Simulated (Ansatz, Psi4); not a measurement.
# N2H (dinitrogen monohydride): from total energies to a heat of formation

N2H has 3 atoms, charge 0, and is taken as a doublet. SMILES: `[N]=N`. Geometry: relaxed at PBE0-D4/def2-TZVP.

```
atom    x (Å)    y (Å)    z (Å)
   N   0.7105  -0.6067   0.3262
   N  -0.2687  -0.2177  -0.1701
   H  -0.4419   0.8244  -0.1561
```

Total energies at UMP3/def2-TZVPPD, 2 core orbitals frozen (Psi4 1.11); the atoms run unrestricted:

```
species    state  energy (Eh)
    N2H  doublet  -109.842326
      N  quartet   -54.512291
      H  doublet    -0.499810
```

Harmonic wavenumbers at UPBE0-D4/def2-TZVP, in cm⁻¹: 1115, 1916, 2825.

Measured heats of formation of the gaseous atoms at 298.15 K, in kJ/mol: N 472.4, H 218.0. Take 1 Eh = 2625.50 kJ/mol, 1 cm⁻¹ = 0.0119627 kJ/mol, RT = 2.479 kJ/mol.

**Question.** What heat of formation follows?

**Answer.** 
1. Electronic atomisation energy: 2 × (-54.512291) + (-0.499810) − (-109.842326) = 0.317934 Eh = 834.7 kJ/mol.
2. Zero-point energy: half the sum of the wavenumbers, 2928 cm⁻¹ = 35.0 kJ/mol.
3. Thermal vibrational enthalpy, Σ hcν̃/(exp(hcν̃/kT) − 1): 0.1 kJ/mol. Translation, rotation and pV of a non-linear molecule: 4 RT = 9.9 kJ/mol.
4. The 3 free atoms carry 5/2 RT each: 18.6 kJ/mol.
5. Atomisation enthalpy at 298 K: 834.7 − 35.0 − 0.1 − 9.9 + 18.6 = 808.3 kJ/mol.
6. Sum of the atoms' heats of formation: 1162.8 kJ/mol. Heat of formation: 1162.8 − 808.3 = +354.5 kJ/mol.

The tabulated value is +249.5 kJ/mol (Active Thermochemical Tables), so this level is off by +105.0 kJ/mol, or 11.5 % of the atomisation enthalpy that the table implies (913.4 kJ/mol). Perturbation theory converges slowly with the basis for atomisation. Anharmonicity and any spin-orbit splitting of the molecule are left out, and so is core correlation.
